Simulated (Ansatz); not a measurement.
doublet CN: levels of theory in one basis

```
atom   x (Å)   y (Å)   z (Å)
   C  0.0000  0.0000  0.0000
   N  0.0000  0.0000  1.2892
```

Basis set: def2-SVP (spherical functions). Left uncorrelated: 2 orbitals. Correlation on ROHF uses semicanonical orbitals with singles. Charge 0, multiplicity 2.

Computed with Ansatz (development build ahead of 0.2.0); each method stands on the lowest determinant of its kind that the runs found.

```csv
method,E − E(ROHF) (eV),<S²> of the determinant
ROHF,0.00,0.75
UHF,-0.43,1.67
ROHF-MP2,-6.30,–
UHF-MP2,-5.72,1.67
UHF-CCSD(T),-7.93,1.67
```

(1) What does UHF-CCSDT(Q) give on the same scale?

## Answers

(1) -8.13 eV.

Caution for UHF, UHF-MP2, UHF-CCSD(T), UHF-CCSDT(Q): the unrestricted determinant is a mixture of spin states. Caution for ROHF-MP2: a plain start can end on a higher determinant. Caution for ROHF-MP2, UHF-CCSD(T): another reference gives a lower total.
